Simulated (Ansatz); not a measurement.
# PH4+ (singlet): wave-function methods side by side at distance P1–H3 = 1.264 Å, 6-31G

How much of the correlation energy of PH4+ (singlet) does each wave-function method recover here?

Method: 6-31G, core rule «outside noble gas», up to 5 orbitals frozen; program: Ansatz 0.2.0, Gaussian basis.

The runs, in order: UHF; CCSD(T) on RHF; BCCD(T) on RHF; CISD; CCSDT(Q) on RHF; CISDTQ; CCSDTQ on RHF; CASSCF and MRCISD+Q, 2 electrons in 2 orbitals; CASSCF and NEVPT2, 2 electrons in 2 orbitals; CASSCF and MRCISD+Q, 8 electrons in 8 orbitals; CASSCF and MRCISD+Q(relaxed), 8 electrons in 8 orbitals; CASSCF and NEVPT2, 8 electrons in 8 orbitals; Full CI.

12 further runs of the same task are left out: 10 that didn't finish, 2 set aside as unsound or not needed.

### Step 1. The geometry

The geometry derives from a PBE0/def2-TZVP stationary point (not a proven minimum). One bond is set to the value named and the two fragments are kept rigid.

5 atoms, charge 1, spin multiplicity 1.

Atoms are counted from 1 here; the program's logs count them from 0.

Bond lengths: P1–H2 1.401 Å, P1–H3 1.264 Å, P1–H4 1.401 Å, P1–H5 1.401 Å. Angles: H2–P1–H3 109.5°, H2–P1–H4 109.5°, H2–P1–H5 109.5°, H3–P1–H4 109.5°, H3–P1–H5 109.5°, H4–P1–H5 109.5°.

### Step 2. UHF

in.yaml

```yaml
crystal:
  periodic: [false, false, false]
  atoms:
    - {symbol: P, position_ang: [-0.002278, -0.002264, 0.002272]}
    - {symbol: H, position_ang: [0.804895, 0.808019, 0.810773]}
    - {symbol: H, position_ang: [-0.734147, -0.729802, 0.732171]}
    - {symbol: H, position_ang: [-0.808602, 0.804754, -0.810332]}
    - {symbol: H, position_ang: [0.807852, -0.813387, -0.802422]}
basis:
  gaussian: {orbitals: 6-31G}
total_charge: 1
magnetization: {spin_polarized: true, initial_magnetization: 0}
hamiltonian: {xc: hf}
output: {orbitals: {seedname: orbitals}}
```

Run with:

```sh
$ ansatz run in.yaml --threads 1 --pin off --events-out ev --progress --plain --max-ram 2393MiB
```

Further steps of the session: CCSD(T) on RHF; BCCD(T) on RHF; CISD; CCSDT(Q) on RHF; CISDTQ; CCSDTQ on RHF; CASSCF and MRCISD+Q, 2 electrons in 2 orbitals; CASSCF and NEVPT2, 2 electrons in 2 orbitals; CASSCF and MRCISD+Q, 8 electrons in 8 orbitals; CASSCF and MRCISD+Q(relaxed), 8 electrons in 8 orbitals; CASSCF and NEVPT2, 8 electrons in 8 orbitals; Full CI.

Q: Predict the results of all the runs planned. Wanted: FCI below the RHF energy; RMP2 from FCI; RCCSD from FCI; RCCSD(T) from FCI; RCCSDT(Q) from FCI; NEVPT2 pair from FCI; NEVPT2 valence from FCI; MRCISD+Q valence from FCI; T1 diagnostic.

The runs gave:

```
                         quantity                                                                                                                      value
         FCI below the RHF energy                                                                                                                 -2.4378 eV
                    RMP2 from FCI                                                                                                                 +654.1 meV
                   RCCSD from FCI                                                                                                                  +26.0 meV
                RCCSD(T) from FCI                                                                                                                   +6.3 meV
               RCCSDT(Q) from FCI                                                                                                                   +0.1 meV
             NEVPT2 pair from FCI                                                                                                                 +544.5 meV
          NEVPT2 valence from FCI                                                                                                                 +130.0 meV
        MRCISD+Q valence from FCI                                                                                                                   +7.1 meV
levels within 1 kcal/mol (43 meV)  RCCSD, RCCSD(T), BCCD(T), RCCSDT, CISDTQ, RCCSDT(Q), RCCSDTQ, MRCISD valence, MRCISD+Q valence, MRCISD+Q(relaxed) valence
                    T1 diagnostic                                                                                                                      0.004
   effectively unpaired electrons                                                                                                                       0.02
```

What this shows: RCCSD(T) lands +6.3 meV from the yardstick (0.3 % of the correlation energy). One determinant dominates. Of the multireference levels listed MRCISD+Q(relaxed) valence comes nearest in total energy (+1.7 meV), which doesn't show that its space is the better one. These misses are within one basis, not against nature.
